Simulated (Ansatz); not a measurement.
Frontier orbitals of BClH4Si (`B[SiH2]Cl`).

```xyz
7

B    -0.141   -1.152    0.421
Si    0.181    0.705   -0.256
Cl   -1.550    1.739   -0.698
H     0.811   -1.826    0.689
H    -1.228   -1.620    0.574
H     0.923    1.492    0.766
H     1.003    0.661   -1.497
```

The species carries charge 0 and has multiplicity 1. All single points use the PBE0-D4/def2-TZVP geometry. Basis def2-TZVPP, Ansatz 0.2.0.

```tsv
functional	HOMO (eV)	LUMO (eV)	gap (eV)
PBE	-7.04	-3.77	3.27
revPBE	-7.01	-3.66	3.35
r2SCAN	-7.34	-3.43	3.91
PBE0	-8.31	-2.76	5.55
r2SCAN0	-8.50	-2.57	5.93
BHLYP	-9.49	-1.68	7.81
ωB97M-V	-10.47	-0.78	9.69
HF	-11.32	0.80	12.12
```

Q: What is the vertical ionisation energy at frozen-core CCSD(T)/CBS(def2)? (An estimate is asked.)

A: Ansatz gave: 10.86 eV (T1 of the cation 0.039).

From PBE to PBE0 the HOMO moves by −1.27 eV and the LUMO by +1.01 eV, and with ωB97M-V by −3.43 and +3.00 eV, so the gap grows from 3.27 to 9.69 eV with exact exchange. −ε(HOMO) differs from that ionisation energy by −3.82 eV with PBE and −0.39 eV with ωB97M-V.
